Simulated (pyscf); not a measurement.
One four-centre exchange on the singlet surface with elements of a group swapped. ωB97M-D3(BJ)/def2-TZVP, eV, from the separated reactants. Single points on ωB97X-D3(BJ)/def2-SVP structures (PySCF, gas phase).

```csv
step,barrier,reaction energy,imaginary mode (i cm⁻¹)
CH₄ + H₃C–B(CH₃)–F → H₃C–B(CH₃)–CH₃ + HF,2.40,+1.68,1126
CH₄ + H₃C–B(CH₃)–Cl → H₃C–B(CH₃)–CH₃ + HCl,(withheld),(withheld),996
```

**Question.** Complete the blanks.

**Answer.** 
- CH₄ + H₃C–B(CH₃)–Cl → H₃C–B(CH₃)–CH₃ + HCl, barrier: 1.89
- CH₄ + H₃C–B(CH₃)–Cl → H₃C–B(CH₃)–CH₃ + HCl, reaction energy: +1.10

Each row is the saddle that its search found.
